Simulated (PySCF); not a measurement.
Structure problem from calculated spectra and properties.

Elements present: C, H, N and S. Monoisotopic mass: 85.9939 u.

* 1H NMR: chemical shifts (computed TMS as zero) by class: 8.69 (2 H) ppm [GIAO PBE0/pcSseg-1]
* Dipole: 1.46 D [PBE0/pcSseg-1]
* NMR, other nuclei: isotropic shieldings of nuclei other than C and H, by class: -135 (2 N), -25 (1 S) ppm [GIAO PBE0/pcSseg-1]
* 13C NMR: chemical shifts (computed TMS as zero) by class: 152.7 (2 C) ppm [GIAO PBE0/pcSseg-1]
* Rotational structure: rotational constants A, B, C: 8.915, 6.254, 3.676 GHz [GFN2-xTB]

Electronic properties: PySCF, gas phase, density fitting. Levels stand in brackets. Geometry: GFN2-xTB; no solvent, vibrations or thermal averaging. NMR values are class means; diastereotopic atoms form classes of their own.

Problem. Which formula fits the mass and the elements?

Solution. C2H2N2S (calculated 85.9939). No other formula that holds each of these elements comes within 0.0003 u with a fitting electron parity and a possible valence count.

Problem. Propose a structure and show how it fits.

Solution. Numbering: `[cH:1]1[cH:2][n:3][s:4][n:5]1`. Its formula, C2H2N2S, gives 3 degrees of unsaturation: 1 ring and 2 π bonds in the structure found (Kekulé form). 2 carbons fall into 1 class: aromatic CH next to a ring nitrogen [C1/C2] (152.7 ppm, 2 C). All hydrogens form one class (8.69 ppm): aromatic hydrogen. The other shieldings belong to: -135 ppm, pyridine-type nitrogen [N3/N5]; -25 ppm, ring sulfur [S4]. The optimised geometry has point group C2v and is an asymmetric top. Structure: `c1cnsn1` (1,2,5-thiadiazole). Computed isomers that give other values at the same levels: `c1ncsn1` (13C chemical shifts (computed TMS as zero) by class: 179.2 (1 C), 165.7 (1 C) ppm). The assignments are read from this structure; whether some other isomer fits the data as well wasn't checked.
